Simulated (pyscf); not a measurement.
## Atom transfer: F–CH•–F (SMILES F[CH]F) + Cl–Cl (SMILES ClCl) → F–CH(F)–Cl (SMILES FC(F)Cl) + Cl• (SMILES [Cl])

Gas phase, doublet surface, charge 0. Bonds broken: Cl5–Cl6. Bonds formed: C2–Cl5. Optimised with ωB97X-D3(BJ)/def2-SVP in PySCF.

Transition state (Å):

```xyz
6

F     -0.2495     1.6415    -0.2474
C      0.6271     0.7784     0.1910
F      1.8498     1.0673    -0.1720
H      0.4880     0.4236     1.2209
Cl     0.3080    -1.3286    -1.1676
Cl    -1.5728    -1.2871    -0.0453
```

One imaginary mode, 803i cm⁻¹; descent along it reached the two sides named.

| bond | change | reactant side (Å) | saddle | product side |
|---|---|---|---|---|
| Cl5–Cl6 | breaks | 2.021 | 2.191 | 2.8 |
| C2–Cl5 | forms | 3.5 | 2.527 | 1.786 |

Electronic energies relative to the separated reactants (kcal/mol):

| level | barrier | reaction energy | reverse barrier |
|---|---|---|---|
| ωB97X-D3(BJ)/def2-TZVP | 14.8 | -29.4 | 44.2 |
| PBE/def2-TZVP | 2.5 | -23.4 | 25.8 |
| r²SCAN/def2-TZVP | 4.5 | -26.7 | 31.2 |
| B3LYP-D3(BJ)/def2-TZVP | 7.7 | -26.9 | 34.5 |
| PBE0-D3(BJ)/def2-TZVP | 9.9 | -27.7 | 37.6 |
| M06-2X/def2-TZVP | 14.0 | -29.1 | 43.1 |
| ωB97M-D3(BJ)/def2-TZVP | 14.3 | -29.6 | 43.8 |
| HF/def2-TZVP | 25.7 | -36.3 | 62.0 |

With ωB97M-D3(BJ)/def2-TZVP energies and thermal terms (ideal gas, 1 atm, RRHO with modes under 100 cm⁻¹ raised to 100, one conformer, R ln 2 for chiral ones without a mode under 150 cm⁻¹), in kcal/mol:

```json
[
 {"T (K)": "298", "ΔH‡": "14.5", "ΔG‡": "23.8", "ΔH": "-27.8", "ΔG": "-25.0"},
 {"T (K)": "600", "ΔH‡": "14.8", "ΔG‡": "33.1", "ΔH": "-27.6", "ΔG": "-22.2"},
 {"T (K)": "900", "ΔH‡": "15.2", "ΔG‡": "42.2", "ΔH": "-27.3", "ΔG": "-19.5"},
 {"T (K)": "1200", "ΔH‡": "15.5", "ΔG‡": "51.1", "ΔH": "-26.8", "ΔG": "-17.0"}
]
```

One saddle was located; it need not be the lowest between these sides. The angle at the transferred Cl is 79°: a side-on saddle, likely not the lowest. Left out: orbital degeneracy and the spin-orbit lowering of Cl.
